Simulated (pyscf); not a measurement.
F–Sb(F)–F (SMILES [F][Sb]([F])[F]) + Cl–Si(Cl)(Cl)–Cl (SMILES Cl[Si](Cl)(Cl)Cl) → F–Sb(F)–Cl (SMILES [F][Sb]([F])[Cl]) + F–Si(Cl)(Cl)–Cl (SMILES F[Si](Cl)(Cl)Cl) (four-centre exchange; singlet surface; F–Sb, Cl–Si broken, Cl–Sb, F–Si formed). PySCF, gas phase, ωB97X-D3(BJ)/def2-SVP geometries. Rate constants from transition-state theory, ωB97M-D3(BJ)/def2-TZVP energies (ideal gas, 1 atm, RRHO with modes under 100 cm⁻¹ raised to 100, one conformer, R ln 2 for chiral ones without a mode under 150 cm⁻¹; no tunnelling), k in cm³ molecule⁻¹ s⁻¹.

```json
[
 {"T (K)": "298", "1000/T": "3.354", "log10 k": "-31.06"},
 {"T (K)": "600", "1000/T": "1.667", "log10 k": "?"},
 {"T (K)": "900", "1000/T": "1.111", "log10 k": "-19.58"},
 {"T (K)": "1200", "1000/T": "0.833", "log10 k": "-17.95"}
]
```

Question: Fit an Arrhenius line to the three values, give the activation energy, and predict k at 600 K.

Answer: Least squares gives log10 k = -13.73 − 5.17 × 1000/T, so Ea = 5.17 × ln 10 × 1.987 = 23.7 kcal/mol, against an electronic barrier of 20.6. At 600 K the line gives -22.35; the computed value is -22.59 (ΔG‡ = 45.6 kcal/mol), a factor 1.8 under the line, since the plot is curved. On the reactant side the descent ends in a complex, 4.8 kcal/mol under the separated species and 20.8 kcal/mol under the saddle at ωB97X-D3(BJ)/def2-TZVP. On the product side the descent ends in a complex, 4.5 kcal/mol under the separated species and 34.2 kcal/mol under the saddle at ωB97X-D3(BJ)/def2-TZVP. At ωB97X-D3(BJ)/def2-TZVP the barrier from the zero used here is 16.0 kcal/mol. This is the saddle that the search found; another between the same sides may lie lower. Elements past Kr carry the def2 core potentials, without spin-orbit coupling.
